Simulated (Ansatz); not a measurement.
**Isomers**

Structures of BSiH4O, doublet, relaxed at PBE0-D4/def2-TZVP (vibrations not checked; lower isomers may exist, and structures with a doubtful reference or unclear bonds are left out). Program: Ansatz 0.2.0. Basis: def2-TZVPP. Cores are frozen in the correlated methods; orbitals are unrestricted. B3LYP uses VWN-RPA correlation.

(1) Rank them by CCSD(T) energy, lowest first, and give each one's height above the lowest. Links in brackets join atoms within 1.22 times the sum of their covalent radii (1.1 for two metals). (Judge from chemistry; the value comes from the calculation.)
A.
BSiH₄O ([BH2][O][SiH2])
```
7
angstrom
B -1.1367 0.2481 -0.6524
O -0.1450 -0.6076 -0.3241
Si 0.9883 -0.5662 0.8882
H -1.8560 -0.0496 -1.5633
H -1.2747 1.2739 -0.0379
H 1.1798 0.8368 1.3581
H 2.2442 -1.1353 0.3315
```
B.
BSiH₄O ([OH][BH]1[H][SiH]1)
```
7
angstrom
B 0.2091 -0.0523 0.2436
Si -1.3983 -0.6707 -0.8305
O 1.3695 -0.7589 0.3686
H -2.1518 0.6277 -1.0098
H -0.0240 0.2824 -1.0512
H -0.1410 0.8280 0.9838
H 1.8295 -0.5799 1.1907
```
C.
BSiH₄O ([OH][BH][SiH2])
```
7
angstrom
O -1.4233 -1.0559 1.4139
B -0.4284 -0.9874 0.4928
Si 0.4631 0.7309 0.1373
H -0.1007 -1.9621 -0.1322
H 1.6469 0.8051 -0.7511
H 0.2523 1.9736 0.9186
H -1.8041 -1.9341 1.4947
```

(2) Do PBE-D4, r2SCAN-D4, PBE0-D4, B3LYP-D4, wB97M-V, HF, MP2 give the same order? (A judgement: the text doesn't fix the answer.)

T1 diagnostic: at most 0.026. ⟨S²⟩ of the unrestricted Hartree–Fock references: 0.75 to 0.83 (a pure state has 0.75). The unrestricted reference is spin-contaminated, which hurts MP2 most.

For scale, one of the runs: CCSD(T)/def2-TZVPP, 160 basis functions, launched by `ansatz run in.yaml --threads 2 --pin off --events-out ev --progress --plain --max-ram 4352MiB`. Time: 70 s of wall clock on 2 CPU threads of an Arm Neoverse V1; the host was shared. Peak host memory: 2.8 GiB.

## Answers

(1) Computed: A (0.000 eV), C (0.707 eV), B (1.628 eV). Heights count from the lowest.

(2) By the calculation: All do.
